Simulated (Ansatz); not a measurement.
# Which is lower?

Two relaxed structures of CH4Si2, closed shell (PBE0-D4/def2-TZVP; forces vanish, vibrations not checked).

A:

C1  (-0.834, -0.428, -0.378)
Si2  (0.329, 0.552, -1.159)
Si3  (0.384, -0.034, 0.963)
H4  (-1.751, -0.995, -0.466)
H5  (0.527, 1.084, -2.536)
H6  (0.037, 0.893, 2.076)
H7  (1.307, -1.072, 1.500)
(Å)

B:

```
atom    x (Å)    y (Å)    z (Å)
  C1   0.3056   0.0154   0.6172
 Si2   0.4485   0.2262  -1.2847
 Si3  -1.3620  -0.3305  -0.2731
  H4  -2.0824  -1.6141  -0.0189
  H5   1.0387   1.4742  -1.8546
  H6   0.2605   0.8631   1.2999
  H7   0.9381  -0.7795   1.0110
```

Computed with Ansatz 0.2.0 (basis: def2-TZVPP); correlated methods freeze the cores. B3LYP uses VWN-RPA correlation.

Q: Which structure is lower at CCSD(T), and by how much? (To be estimated.)

A: Computed: A, by 54.1 kJ/mol (electronic energy, against the other). By their contacts, A is CH₄Si₂ ([CH]1[SiH][SiH2]1) and B is CH₄Si₂ ([CH2]1[SiH][SiH]1).

All methods give the same order:

```tsv
method	E(B) − E(A) (kJ/mol)
PBE-D4	42.9
r2SCAN-D4	58.8
PBE0-D4	54.6
B3LYP-D4	55.1
wB97M-V	65.9
HF	89.9
MP2	73.8
CCSD	60.0
CCSD(T)	54.1
```

T1 diagnostic: at most 0.026. The T1 diagnostic is large here, which may signal multireference character or strong orbital relaxation, so CCSD(T) is less sure. The restricted Hartree–Fock reference is unstable towards an unrestricted one at one or more of these structures. A large double-excitation amplitude points to some diradical character; no triplet was computed.

Labels in which every atom is bracketed show which atoms are joined, not bond orders.

For scale, one of the runs: CCSD(T)/def2-TZVPP, 171 basis functions, launched by `ansatz run in.yaml --threads 2 --pin off --events-out ev --progress --plain --max-ram 4352MiB`. The run took 9 s on 2 CPU threads of an Intel Xeon 6975P-C (shared host), with 1.4 GiB of host memory at its peak.
